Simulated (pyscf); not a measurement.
## Insertion: H₃C–In [singlet] + ammonia (NH₃) -> H₃C–InH–NH₂

Gas phase, singlet surface, charge 0. Bonds broken: N6–H7. Bonds formed: In1–N6, In1–H7. Optimised with ωB97X-D3(BJ)/def2-SVP in PySCF. Correlated levels are frozen-core, on RHF or UHF. ΔMP2 is the change of the MP2 total energy from the triple- to the quadruple-zeta basis.

Transition state (Å):

```xyz
9

In    -0.0237    -0.0246     0.4987
C     -1.9037    -1.0897     0.5167
H     -1.9647    -1.7383    -0.3727
H     -2.7276    -0.3600     0.4663
H     -2.0265    -1.7098     1.4165
N      0.2490     1.2700    -1.2734
H      1.4103     0.5724    -0.3698
H     -0.0429     1.2711    -2.2565
H      0.6199     2.1962    -1.0545
```

One imaginary mode, 1391i cm⁻¹; descent along it reached the two sides named, in the forms told below.

| bond | change | reactant side (Å) | saddle | product side |
|---|---|---|---|---|
| N6–H7 | breaks | 1.020 | 1.628 | 3.2 |
| In1–N6 | forms | 2.7 | 2.211 | 2.019 |
| In1–H7 | forms | 3.3 | 1.780 | 1.723 |

Electronic energies relative to the separated reactants (eV):

| level | barrier | reaction energy | reverse barrier |
|---|---|---|---|
| ωB97X-D3(BJ)/def2-TZVP | 2.13 | -0.27 | 2.40 |
| PBE/def2-TZVP | 1.76 | +0.02 | 1.74 |
| r²SCAN/def2-TZVP | 1.78 | -0.16 | 1.94 |
| B3LYP-D3(BJ)/def2-TZVP | 2.10 | +0.09 | 2.00 |
| PBE0-D3(BJ)/def2-TZVP | 1.98 | -0.08 | 2.06 |
| M06-2X/def2-TZVP | 2.10 | -0.14 | 2.24 |
| ωB97M-D3(BJ)/def2-TZVP | 2.21 | -0.07 | 2.28 |
| HF/def2-TZVP | 3.05 | +0.10 | 2.95 |
| MP2/def2-QZVPP | 1.99 | -0.11 | 2.10 |
| CCSD/def2-TZVPP | 2.30 | -0.04 | 2.34 |
| CCSD(T)/def2-TZVPP | 2.08 | -0.09 | 2.18 |
| CCSD(T)/def2-TZVPP + ΔMP2(QZVPP) | 2.05 | -0.10 | 2.15 |

With CCSD(T)/def2-TZVPP + ΔMP2(QZVPP) energies and thermal terms (ideal gas, 1 atm, RRHO with modes under 100 cm⁻¹ raised to 100, one conformer, R ln 2 for chiral ones without a mode under 150 cm⁻¹), in eV:

```
T (K)   ΔH‡   ΔG‡     ΔH     ΔG
-----  ----  ----  -----  -----
298    1.92  2.31  -0.17  +0.20
600    1.95  2.70  -0.12  +0.57
900    1.99  3.06  -0.05  +0.89
1200   2.04  3.41  +0.02  +1.20
```

On the reactant side the descent ends in a bound adduct, 0.47 eV under the separated species and 2.60 eV under the saddle at ωB97X-D3(BJ)/def2-TZVP. This is the saddle that the search found; another between the same sides may lie lower. The CCSD(T) − MP2 part came from Ansatz, without density fitting, on the same reference. The frozen core leaves the outer d or s,p core shells of the metals and heavy elements correlated in the MP2 and CC values, and def2-TZVPP describes them poorly, which can shift differences by a few kcal/mol. Elements past Kr carry the def2 core potentials, without spin-orbit coupling.
